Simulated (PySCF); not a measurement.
N2: from constants to spectrum

PBE0 constants of N2, ¹Σg⁺ (singlet), closed shell (basis N def2-TZVP; no relativity; PySCF 2.14; masses 14.0031 and 14.0031 u):

| Item | Value |
| --- | --- |
| ωe | 2484.2 cm⁻¹ |
| ωexe | 12.3 cm⁻¹ |
| Be | 2.0284 cm⁻¹ |
| αe | 0.0155 cm⁻¹ |
| D (centrifugal) | 5.41e-06 cm⁻¹ |
| De to N + N | 9.76 eV |

Question: Give the vibrational terms G(v) and spacings up to v = 6.

Answer: G(v) = ωe(v+½) − ωexe(v+½)².

```tsv
v	G(v) (cm⁻¹)	G(v) − G(v−1)	Bv (cm⁻¹)
0	1239		2.021
1	3699	2460	2.005
2	6134	2435	1.990
3	8544	2410	1.974
4	10930	2386	1.959
5	13291	2361	1.943
6	15628	2337	1.928
```

Question: How well does the Morse estimate ωe²/(4ωexe) reproduce De, and what is D0?

Answer: It gives 15.55 eV, 159 % of the computed De. D0 = De − G(0) = 9.76 − 0.15 = 9.61 eV.

Measured values (Huber and Herzberg, Constants of Diatomic Molecules (1979)): ωe = 2358.57 cm⁻¹, ωexe = 14.324 cm⁻¹, Be = 1.998241 cm⁻¹, αe = 0.017318 cm⁻¹.
